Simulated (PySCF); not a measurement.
B3LYP has the VWN-RPA correlation part, as in Gaussian. Excitations are Tamm–Dancoff values on a coarser integration grid. The basis has no diffuse functions, so Rydberg states are missing or too high.

Cartesian coordinates (Å):
SMILES: CS
```xyz
6

C     -0.4968    -0.0375    -0.0024
S      1.0993     0.8403    -0.0761
H     -0.6001    -0.7403    -0.8264
H     -0.6231    -0.5495     0.9492
H     -1.2670     0.7264    -0.0945
H      1.8876    -0.2395     0.0502
```
Charge 0, multiplicity 1.

Predict the S1 excitation (TDA), HOMO–LUMO gap, total energy, S1–T1 gap (TDA) and HOMO from B3LYP-D3(BJ)/def2-TZVP in PySCF.


The S1 excitation (TDA) is 5.39 eV. The HOMO–LUMO gap is 6.74 eV and the total energy is -11939.16 eV. The S1–T1 gap (TDA) comes out as 0.48 eV and the HOMO is -6.54 eV.
